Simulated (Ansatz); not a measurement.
bcc Ba, treated with HSE06 (plane waves, PAW; Ansatz, a first-principles code).

Numerical settings: plane-wave cutoff 460 eV, 10×10×10 k mesh, Fermi–Dirac smearing 0.05 eV, scalar-relativistic PAW data made under PBE.

The volume scan:

| V (Å³/atom) | E − E_lowest (meV/atom) | P (GPa) |
|---|---|---|
| 64.161 | 3.65 | 0.396 |
| 64.996 | 1.89 | 0.282 |
| 65.849 | 0.69 | 0.170 |
| 67.538 | 0.00 | -0.036 |
| 69.226 | 1.39 | -0.224 |
| 70.915 | 4.68 | -0.398 |

Question: Estimate the bulk modulus from the pressures at 65.849 and 69.226 Å³/atom, and compare it with a fit to all energies.

Answer: B = −V dP/dV. Between V = 65.849 and 69.226 Å³/atom, dP/dV = (-0.224 − (0.170))/(69.226 − 65.849) = -0.117 GPa per Å³/atom; at the midpoint 67.537 Å³/atom this gives B ≈ 7.88 GPa. The third-order Birch–Murnaghan fit gives V0 = 67.231 Å³/atom, B0 = 7.98 GPa, B′ = 2.5, which lies 1 % above that estimate.

Measured, for comparison: bulk modulus 9.34 GPa (corrected for temperature and zero-point phonon effects, our sources range from 9.34 to 10.6; as tabulated in Levämäki et al. (2014), arXiv:1402.3671); equilibrium volume per atom 62.31 Å³/atom (low-temperature or extrapolated to 0 K; zero-point anharmonic expansion removed; as tabulated in Csonka et al. (2009), arXiv:0903.4037). Computed (rounded) less measured: bulk modulus -15 % (-15 % to -25 % over the range), equilibrium volume per atom +7.9 %.

Spin–orbit coupling is not included.

Static lattice: no zero-point or thermal effects.

Cost on a shared machine: very roughly 27 core-minutes.
